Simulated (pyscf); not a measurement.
PySCF, gas phase, ωB97X-D3(BJ)/def2-SVP geometries.

**Question.** For `[NH2][B]([NH2])[NH2]` + `[H][H]` → `[NH2][BH][NH2]` + `[NH3]`, a four-centre exchange (singlet surface; B–N, H–H broken, B–H, H–N formed), PBE/def2-TZVP gives ΔE‡ = 2.08 eV and ΔE = +0.38 eV (zero: the separated reactants). In which direction and how far do r²SCAN/def2-TZVP, M06-2X/def2-TZVP, ωB97M-D3(BJ)/def2-TZVP move these?

**Answer.** r²SCAN: ΔE‡ = 2.23 eV, ΔE = +0.47 eV; M06-2X: ΔE‡ = 2.44 eV, ΔE = +0.54 eV; ωB97M-D3(BJ): ΔE‡ = 2.32 eV, ΔE = +0.44 eV. PBE's barrier lies under all of them, by 0.14 to 0.36 eV. Its reaction energy lies under all of them, by 0.06 to 0.16 eV. On the product side the descent ends in an adduct with a B–N contact, 0.32 eV over the separated species and 1.60 eV under the saddle at ωB97X-D3(BJ)/def2-TZVP. What is counted as broken (B–N) persists as a longer contact in the product adduct; parting that adduct is a step of its own. At the saddle there is also a short B–H contact that neither side keeps. One saddle was located; it need not be the lowest between these sides.
